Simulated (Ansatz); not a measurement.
# PH− (doublet): one geometry, many settings

What do other methods and options give for PH− (doublet) at this geometry, and how long do they take?

Computed with Ansatz 0.2.0, Gaussian basis. Level: the settings change from run to run.

22 further runs of the same task are left out: 1 for a mislabelled method, 8 that didn't finish, 13 set aside as unsound or not needed.

### Step 1. The system

The geometry is a PBE0/def2-TZVP stationary point (not a proven minimum) of the parent state, kept for this charge and spin.

2 atoms, charge -1, spin multiplicity 2.

Atoms are counted from 1 here; the program's logs count them from 0.

Bond lengths: P1–H2 1.428 Å.

### Step 2. CASCI(1,9)/def2-SVP

File in.yaml:

```yaml
crystal:
  periodic: [false, false, false]
  atoms:
    - {symbol: P, position_ang: [0.000000, 0.000000, 0.000000]}
    - {symbol: H, position_ang: [0.000000, 0.000000, 1.428200]}
basis:
  gaussian: {orbitals: def2-SVP}
total_charge: -1
magnetization: {spin_polarized: false, initial_magnetization: 1}
correlation: {active_space: {window: {electrons: 1, orbitals: 9}, fixed_orbitals: true, states: [{multiplicity: 2, weights: [0.5, 0.5, 1, 1]}]}}
```

The run is started by

```sh
$ ansatz run in.yaml --threads 1 --pin off --events-out ev --progress --plain --max-ram 2393MiB
```

The log of the run:

```text
Functional definition: HF
  name "HF"
  cite "Fock, Z. Phys. 61, 126 (1930) doi:10.1007/BF01340294"
  parent pbe
  exchange = exact_x
  correlation = 0
330 factors; integrals over basis functions are off by at most 9.8e-8 eV
mean field evaluation 1: about -9282.3854 eV, gradient 8.8e0 eV
mean field evaluation 2: about -9282.3865 eV, gradient 8.8e0 eV
mean field evaluation 4: about -9282.7588 eV, gradient 6.0e-1 eV
mean field evaluation 8: about -9282.7611 eV, gradient 4.5e-7 eV
mean field evaluation 16: about -9282.7608 eV, gradient 2.7e-1 eV
mean field -9282.76114447 eV, -341.1351799776 hartree, gradient 5.3e-6 eV, S^2 0.750000; 2 other end points of the search recorded, 0 dependent functions left out
reference -9282.76114447 eV, -341.1351799776 hartree; 9, 8 occupied and 14, 15 virtual orbitals, 330 factors
state -9282.76114447 eV, -341.1351799776 hartree
state -9276.58640787 eV, -340.9082625930 hartree
state -9271.16885694 eV, -340.7091712684 hartree
state -9267.46225829 eV, -340.5729562807 hartree
Total energy: -9272.76829713 eV, -340.7679496115 hartree
```

It took 0.06 s on 1 thread of AMD EPYC 9R45, shared host.

From the report: 3 determinants; active occupations (of the averaged states) 0.33, 0.33, 0.17, 0.17, 0.00, 0.00, 0.00, 0.00, 0.00.

### Step 3. BCCD on ROHF/aug-cc-pVDZ

File in.yaml:

```yaml
crystal:
  periodic: [false, false, false]
  atoms:
    - {symbol: P, position_ang: [0.000000, 0.000000, 0.000000]}
    - {symbol: H, position_ang: [0.000000, 0.000000, 1.428200]}
basis:
  gaussian: {orbitals: aug-cc-pVDZ}
total_charge: -1
magnetization: {spin_polarized: false, initial_magnetization: 1}
hamiltonian: {pseudopotentials: {relativity: scalar}}
correlation: {method: bccd, electrons: all}
accuracy: high
scf: {lower_state_search: off}
```

Launched as before.

The log of the run, cut to the lines that bear on the results:

```text
Functional definition: HF
  name "HF"
  cite "Fock, Z. Phys. 61, 126 (1930) doi:10.1007/BF01340294"
  parent pbe
[...]
601 factors; integrals over basis functions are off by at most 3.7e-9 eV
[...]
mean field -9306.46447115 eV, -342.0062611667 hartree, gradient 7.0e-8 eV, S^2 0.750000; 0 other end points of the search recorded, 0 dependent functions left out
reference -9306.46447115 eV, -342.0062611667 hartree; 9, 8 occupied and 27, 28 virtual orbitals, 601 factors
second order -3.47544102 eV of doubles, -0.06419631 eV of singles
cycle   1  -3.97283906 eV  change   -4.3e-1 eV  update   5.3e-2
[...]
cycle  22  -4.11133798 eV  change   -1.7e-9 eV  update   2.0e-9
Total energy: -9310.57580913 eV, -342.1573500506 hartree
Relativity: scalar
Checks for a lower state left out: stability, starts, cluster_reference, orbital_swaps, neighbouring_geometries, increment
```

Wall time 0.75 s (1 thread of AMD EPYC 9R45, shared host).

From the report: correlation -4.1113 eV; largest double amplitude 0.07.

### Step 4. HF/def2-SVP

File in.yaml:

```yaml
crystal:
  periodic: [false, false, false]
  atoms:
    - {symbol: P, position_ang: [0.000000, 0.000000, 0.000000]}
    - {symbol: H, position_ang: [0.000000, 0.000000, 1.428200]}
basis:
  gaussian: {orbitals: def2-SVP, fitting: {mean_field: def2-universal-jkfit}}
total_charge: -1
magnetization: {spin_polarized: true, initial_magnetization: 1}
hamiltonian: {xc: hf}
output: {orbitals: {seedname: orbitals}}
```

Same command.

The log of the run:

```text
Functional definition: HF
  name "HF"
  cite "Fock, Z. Phys. 61, 126 (1930) doi:10.1007/BF01340294"
  parent pbe
  exchange = exact_x
  correlation = 0
146 factors; integrals over basis functions are off by at most 4.3e-1 eV
mean field evaluation 1: about -9282.3975 eV, gradient 6.9e0 eV
mean field evaluation 2: about -9282.8151 eV, gradient 1.9e0 eV
mean field evaluation 4: about -9282.8581 eV, gradient 1.7e-1 eV
mean field evaluation 8: about -9282.8151 eV, gradient 1.9e0 eV
mean field -9282.85877018 eV, -341.1387676563 hartree, gradient 2.5e-5 eV, S^2 0.759418; 0 other end points of the search recorded, 0 dependent functions left out
reference -9282.85877018 eV, -341.1387676563 hartree; 9, 8 occupied and 14, 15 virtual orbitals, 146 factors
Total energy: -9282.85877018 eV, -341.1387676563 hartree
```

Wall time 0.06 s (1 thread of AMD EPYC 9R45, shared host).

From the report: ⟨S²⟩ of the determinant 0.759 (pure doublet: 0.75).

### Step 5. NEVPT2(9,6)/aug-cc-pVDZ

File in.yaml:

```yaml
crystal:
  periodic: [false, false, false]
  atoms:
    - {symbol: P, position_ang: [0.000000, 0.000000, 0.000000]}
    - {symbol: H, position_ang: [0.000000, 0.000000, 1.428200]}
basis:
  gaussian: {orbitals: aug-cc-pVDZ}
total_charge: -1
magnetization: {spin_polarized: false, initial_magnetization: 1}
correlation: {method: sc_nevpt2, electrons: all, active_space: {window: {electrons: 9, orbitals: 6}, states: [{multiplicity: 2, weights: [1, 0.5, 0.5, 0.5]}, {multiplicity: 4, weights: [1]}], root: 0}}
output: {forces: true}
```

Same command.

The log of the run, cut to the lines that bear on the results:

```text
Functional definition: HF
  name "HF"
  cite "Fock, Z. Phys. 61, 126 (1930) doi:10.1007/BF01340294"
  parent pbe
[...]
593 factors; integrals over basis functions are off by at most 9.9e-8 eV
[...]
mean field -9286.62997869 eV, -341.2773570131 hartree, gradient 1.9e-6 eV, S^2 0.750000; 2 other end points of the search recorded, 0 dependent functions left out
reference -9286.62997869 eV, -341.2773570131 hartree; 9, 8 occupied and 27, 28 virtual orbitals, 593 factors
state -9286.34094880 eV, -341.2667353603 hartree
state -9286.26306638 eV, -341.2638732341 hartree
state -9285.19418675 eV, -341.2245926324 hartree
state -9284.23023897 eV, -341.1891682050 hartree
state -9286.34094880 eV, -341.2667353603 hartree; corrected -9289.44796579 eV, -341.3809161289 hartree
state -9286.26306638 eV, -341.2638732341 hartree; corrected -9289.42854958 eV, -341.3802025961 hartree
state -9285.19418675 eV, -341.2245926324 hartree; corrected -9287.87700183 eV, -341.3231842682 hartree
state -9284.23023897 eV, -341.1891682050 hartree; corrected -9286.88409060 eV, -341.2866954536 hartree
state -9285.43661185 eV, -341.2335015905 hartree
state -9285.43661185 eV, -341.2335015905 hartree; corrected -9288.06621106 eV, -341.3301375791 hartree
WARN: 2 active orbitals are nearly empty or full. The corrections depend on them more than the energy does, and are more stable in an active space without them
[...]
WARN: the results are in doubt because close orbitals or states may skew the forces
Total energy: -9289.44796579 eV, -341.3809161289 hartree
Atom 0 at     0.000000     0.000000     0.000000 Å, force     0.000000     0.000000    -0.432471 eV/Å
Atom 1 at     0.000000     0.000000     1.428200 Å, force    -0.000000    -0.000000     0.432471 eV/Å
Dipole moment:    -0.000000    -0.000000     0.096569 e Å
In doubt: close orbitals or states may skew the forces
```

It took 0.81 s on 1 thread of AMD EPYC 9R45, shared host.

From the report: 45 determinants; active occupations (of the averaged states) 2.00, 2.00, 2.00, 1.29, 1.14, 0.57. The program marks this result as in doubt; its last lines say why.

### Step 6. BCCD on ROHF/aug-cc-pVDZ

File in.yaml:

```yaml
crystal:
  periodic: [false, false, false]
  atoms:
    - {symbol: P, position_ang: [0.000000, 0.000000, 0.000000]}
    - {symbol: H, position_ang: [0.000000, 0.000000, 1.428200]}
basis:
  gaussian: {orbitals: aug-cc-pVDZ}
total_charge: -1
magnetization: {spin_polarized: false, initial_magnetization: 1}
correlation: {method: bccd, electrons: outside_noble_gas, diis_vectors: 12}
scf: {omitted_lower_state_checks: [cluster_reference]}
output: {forces: true}
```

Same command.

The log of the run, cut to the lines that bear on the results:

```text
Functional definition: HF
  name "HF"
  cite "Fock, Z. Phys. 61, 126 (1930) doi:10.1007/BF01340294"
  parent pbe
[...]
365 factors; integrals over basis functions are off by at most 1.1e-3 eV
[...]
mean field -9286.62997477 eV, -341.2773568691 hartree, gradient 1.9e-6 eV, S^2 0.750000; 2 other end points of the search recorded, 0 dependent functions left out
5 core orbitals not correlated: weight in the atoms' cores, before any rotation towards them, 1.000 or more for the frozen orbitals, at most 0.000 for the correlated occupied ones
reference -9286.62997477 eV, -341.2773568691 hartree; 4, 3 occupied and 27, 28 virtual orbitals, 365 factors
second order -3.27516584 eV of doubles, -0.06419729 eV of singles
cycle   1  -3.79086368 eV  change   -4.5e-1 eV  update   5.3e-2
[...]
cycle  13  -3.93010723 eV  change   -2.0e-7 eV  update   6.8e-7
[...]
Total energy: -9290.56008200 eV, -341.4217856458 hartree
Atom 0 at     0.000000     0.000000     0.000000 Å, force     0.000000     0.000000    -0.518591 eV/Å
Atom 1 at     0.000000     0.000000     1.428200 Å, force     0.000000     0.000000     0.518591 eV/Å
Dipole moment:    -0.000000     0.000000     0.088480 e Å
Checks for a lower state left out: cluster_reference
```

Wall time 0.57 s (1 thread of AMD EPYC 9R45, shared host).

From the report: correlation -3.9301 eV; largest double amplitude 0.07.

### Step 7. CISD/aug-cc-pVDZ

File in.yaml:

```yaml
crystal:
  periodic: [false, false, false]
  atoms:
    - {symbol: P, position_ang: [0.000000, 0.000000, 0.000000]}
    - {symbol: H, position_ang: [0.000000, 0.000000, 1.428200]}
basis:
  gaussian: {orbitals: aug-cc-pVDZ}
total_charge: -1
magnetization: {spin_polarized: false, initial_magnetization: 1}
correlation: {active_space: {ras: {orbitals: [3, 1, 27], electrons: 7, max_holes: 2, max_particles: 2}, fixed_orbitals: true}}
scf: {lower_state_search: off}
```

Same command.

The log of the run:

```text
Functional definition: HF
  name "HF"
  cite "Fock, Z. Phys. 61, 126 (1930) doi:10.1007/BF01340294"
  parent pbe
  exchange = exact_x
  correlation = 0
these checks for a lower state are left out or cut short: stability, starts, cluster_reference, orbital_swaps, neighbouring_geometries, increment
365 factors; integrals over basis functions are off by at most 1.1e-3 eV
mean field evaluation 1: about -9285.7745 eV, gradient 1.1e1 eV
mean field evaluation 2: about -9285.7743 eV, gradient 1.1e1 eV
mean field evaluation 4: about -9286.6202 eV, gradient 9.8e-1 eV
mean field evaluation 8: about -9286.6300 eV, gradient 6.0e-4 eV
mean field -9286.62997477 eV, -341.2773568691 hartree, gradient 1.9e-6 eV, S^2 0.750000; 0 other end points of the search recorded, 0 dependent functions left out
reference -9286.62997477 eV, -341.2773568691 hartree; 9, 8 occupied and 27, 28 virtual orbitals, 365 factors
state -9290.36495871 eV, -341.4146149971 hartree
Total energy: -9290.36495871 eV, -341.4146149971 hartree
Checks for a lower state left out: stability, starts, cluster_reference, orbital_swaps, neighbouring_geometries, increment
```

Wall time 0.36 s (1 thread of AMD EPYC 9R45, shared host).

From the report: 4,910 determinants.

### Step 8. BCCD(T) on ROHF/aug-cc-pVDZ

File in.yaml:

```yaml
crystal:
  periodic: [false, false, false]
  atoms:
    - {symbol: P, position_ang: [0.000000, 0.000000, 0.000000]}
    - {symbol: H, position_ang: [0.000000, 0.000000, 1.428200]}
basis:
  gaussian: {orbitals: aug-cc-pVDZ}
total_charge: -1
magnetization: {spin_polarized: false, initial_magnetization: 1}
hamiltonian: {pseudopotentials: {relativity: scalar}}
correlation: {method: bccd_t, electrons: outside_noble_gas, diis_vectors: 12}
```

Same command.

The log of the run, cut to the lines that bear on the results:

```text
Functional definition: HF
  name "HF"
  cite "Fock, Z. Phys. 61, 126 (1930) doi:10.1007/BF01340294"
  parent pbe
[...]
365 factors; integrals over basis functions are off by at most 1.1e-3 eV
[...]
mean field -9306.46446729 eV, -342.0062610247 hartree, gradient 1.9e-6 eV, S^2 0.750000; 3 other end points of the search recorded, 0 dependent functions left out
[...]
determinant -9306.46446729 eV, -342.0062610247 hartree, with singles and doubles -9310.39706814 eV, -342.1507814403 hartree
determinant -9303.65382269 eV, -341.9029717409 hartree, with singles and doubles -9307.40745572 eV, -342.0409152104 hartree
5 core orbitals not correlated: weight in the atoms' cores, before any rotation towards them, 1.000 or more for the frozen orbitals, at most 0.000 for the correlated occupied ones
reference -9306.46446729 eV, -342.0062610247 hartree; 4, 3 occupied and 27, 28 virtual orbitals, 365 factors
second order -3.27787626 eV of doubles, -0.06401414 eV of singles
cycle   1  -3.93251873 eV  change    8.2e-5 eV  update   3.2e-3
[...]
cycle   8  -3.93198623 eV  change   -4.9e-7 eV  update   4.1e-6
perturbative correction -0.13469477 eV, -0.0049499414 hartree
Total energy: -9310.53114829 eV, -342.1557087951 hartree
Relativity: scalar
```

It took 0.54 s on 1 thread of AMD EPYC 9R45, shared host.

From the report: correlation -4.0667 eV; largest double amplitude 0.07.

### Step 9. CCSD(T) on ROHF/aug-cc-pVDZ

in.yaml, as its differences from that of step 8:

```diff
@@ -9,3 +9,3 @@
 magnetization: {spin_polarized: false, initial_magnetization: 1}
-hamiltonian: {pseudopotentials: {relativity: scalar}}
-correlation: {method: bccd_t, electrons: outside_noble_gas, diis_vectors: 12}
+correlation: {method: ccsd_t, electrons: all}
+output: {forces: true}
```

Launched as before.

The log of the run, cut to the lines that bear on the results:

```text
Functional definition: HF
  name "HF"
  cite "Fock, Z. Phys. 61, 126 (1930) doi:10.1007/BF01340294"
  parent pbe
[...]
365 factors; integrals over basis functions are off by at most 1.1e-3 eV
[...]
mean field -9286.62997477 eV, -341.2773568691 hartree, gradient 1.9e-6 eV, S^2 0.750000; 3 other end points of the search recorded, 0 dependent functions left out
[...]
determinant -9286.62997477 eV, -341.2773568691 hartree, with singles and doubles -9290.74421118 eV, -341.4285522683 hartree
determinant -9283.80883903 eV, -341.1736820428 hartree, with singles and doubles -9287.74328494 eV, -341.3182702631 hartree
reference -9286.62997477 eV, -341.2773568691 hartree; 9, 8 occupied and 27, 28 virtual orbitals, 365 factors
second order -3.47702020 eV of doubles, -0.06438437 eV of singles
cycle   1  -4.11433292 eV  change   -9.7e-5 eV  update   5.1e-4
[...]
cycle   8  -4.11446144 eV  change    9.6e-7 eV  update   5.3e-7
perturbative correction -0.14040993 eV, -0.0051599699 hartree
[...]
Total energy: -9290.88484615 eV, -341.4337205082 hartree
Atom 0 at     0.000000     0.000000     0.000000 Å, force     0.000000     0.000000    -0.533321 eV/Å
Atom 1 at     0.000000     0.000000     1.428200 Å, force     0.000000    -0.000000     0.533321 eV/Å
Dipole moment:     0.000000    -0.000000     0.085219 e Å
```

Run time: 1.8 s. Hardware: 1 thread of AMD EPYC 9R45, shared host.

From the report: correlation -4.2549 eV; T1 0.013; largest double amplitude 0.06.

### Step 10. CISD/def2-mTZVP

File in.yaml:

```yaml
crystal:
  periodic: [false, false, false]
  atoms:
    - {symbol: P, position_ang: [0.000000, 0.000000, 0.000000]}
    - {symbol: H, position_ang: [0.000000, 0.000000, 1.428200]}
basis:
  gaussian: {orbitals: def2-mTZVP}
total_charge: -1
magnetization: {spin_polarized: false, initial_magnetization: 1}
correlation: {active_space: {ras: {orbitals: [8, 1, 16], electrons: 17, max_holes: 2, max_particles: 2}, fixed_orbitals: true}}
scf: {lower_state_search: full}
output: {forces: true}
```

Launched as before.

The log of the run, cut to the lines that bear on the results:

```text
Functional definition: HF
  name "HF"
  cite "Fock, Z. Phys. 61, 126 (1930) doi:10.1007/BF01340294"
  parent pbe
[...]
210 factors; integrals over basis functions are off by at most 9.0e-4 eV
[...]
mean field -9286.24265969 eV, -341.2631233022 hartree, gradient 6.4e-6 eV, S^2 0.750000; 5 other end points of the search recorded, 0 dependent functions left out
reference -9286.24265969 eV, -341.2631233022 hartree; 9, 8 occupied and 16, 17 virtual orbitals, 210 factors
state -9289.90638488 eV, -341.3977627196 hartree
[...]
Total energy: -9289.90638488 eV, -341.3977627196 hartree
Atom 0 at     0.000000     0.000000     0.000000 Å, force     0.000000     0.000000    -0.527337 eV/Å
Atom 1 at     0.000000     0.000000     1.428200 Å, force    -0.000000    -0.000000     0.527337 eV/Å
Dipole moment:     0.000000     0.000000     0.122023 e Å
```

Run time: 1.5 s. Hardware: 1 thread of AMD EPYC 9R45, shared host.

From the report: 12,317 determinants.

### Step 11. The runs in one table

Where basis and cores are those of an earlier UCCSDT(Q)/aug-cc-pVDZ run (-9290.7265 eV), and the state is the same kind, the miss against it is given. † marks a result that the program doubts.

```csv
level,correlated,functions,energy (eV),from UCCSDT(Q) (meV),time
"CASCI(1,9)/def2-SVP (mean of several states)",,23,-9272.7683,,0.06 s
BCCD on ROHF/aug-cc-pVDZ (relativity set),all,36,-9310.5758,,0.75 s
HF/def2-SVP,,23,-9282.8588,,0.06 s
"NEVPT2(9,6)/aug-cc-pVDZ (lowest root of an average) †",all,36,-9289.4480,,0.81 s
BCCD on ROHF/aug-cc-pVDZ,outside noble gas,36,-9290.5601,166.4,0.57 s
CISD/aug-cc-pVDZ,outside noble gas,36,-9290.3650,361.5,0.36 s
BCCD(T) on ROHF/aug-cc-pVDZ (relativity set),outside noble gas,36,-9310.5311,,0.54 s
CCSD(T) on ROHF/aug-cc-pVDZ,all,36,-9290.8848,,1.8 s
CISD/def2-mTZVP,all,25,-9289.9064,,1.5 s
```

### Step 12. What came out

| quantity | value |
| --- | --- |
| runs | 9 |
| quickest | CASCI(1,9)/def2-SVP (mean of several states), 0.06 s |
| slowest | CCSD(T) on ROHF/aug-cc-pVDZ, 1.8 s |

**Reading.** Total energies in different bases, with other cores or another treatment of relativity can't be set against each other. CCSD(T) on ROHF/aug-cc-pVDZ took 30 times as long as CASCI(1,9)/def2-SVP (mean of several states); the jobs differ in more than the method. Among the correlated runs with a miss given, it spans +166 to +362 meV.
